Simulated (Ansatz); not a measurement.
Born–Oppenheimer molecular dynamics of BH₄N (6 atoms, charge 0, multiplicity 1). It starts at the highest image of a converged band. Of that band: Beside the main top the profile has a ripple of under 15 meV (maxima at images 4, 7), which may be a very shallow well or noise. Neighbouring images differ by up to 2.8 eV, so the band resolves the path poorly. The top lies less than 8 meV above the higher end, about what the thresholds resolve: that end is a shoulder or a very shallow well. A vibrational analysis at the climbing image gives one clearly imaginary mode, 84i cm⁻¹: a first-order saddle point.

The calculation used RKS B3LYP-D4/6-31G* in Ansatz.

| Property | Result |
| --- | --- |
| ensemble | NVE (velocity Verlet) |
| time step | 0.5 fs |
| steps asked | 200 |
| starting velocities drawn for | 100 K |
| seed | 3975 |

First frame:

```xyz
6
Properties=species:S:1:pos:R:3
B -0.064 0.485 -0.623
N 1.280 -0.197 1.530
H 0.331 -0.512 1.701
H 1.319 0.812 1.423
H 1.669 -0.630 0.698
H -1.072 0.041 -0.041
```

(1) How far do the bonds stretch over the last three quarters of this one trajectory? (Pairs bonded in most of those frames.)

## Answers

(1) 
```csv
bond,mean (Å),spread (Å),shortest,longest
B1–H6,1.244,0.011,1.23,1.26
N2–H3,1.016,0.006,1.00,1.03
N2–H4,1.016,0.019,0.99,1.05
N2–H5,1.019,0.012,1.00,1.04
```

Mean temperature of the second half: 76 K. The conserved energy stayed within 0.13 meV per atom of its start (net change 0.027 meV per atom), so the integration is sound. A run of 0.1 ps of so small a system gives no equilibrium averages. The orbitals stay closed-shell, which can raise the energy where a bond breaks towards radicals; this wasn't checked here.

Time of the run: 61 s on 1 thread of AMD EPYC 9R45 96-Core Processor (Zen 5), on a shared host, peak memory 0.1 GiB.
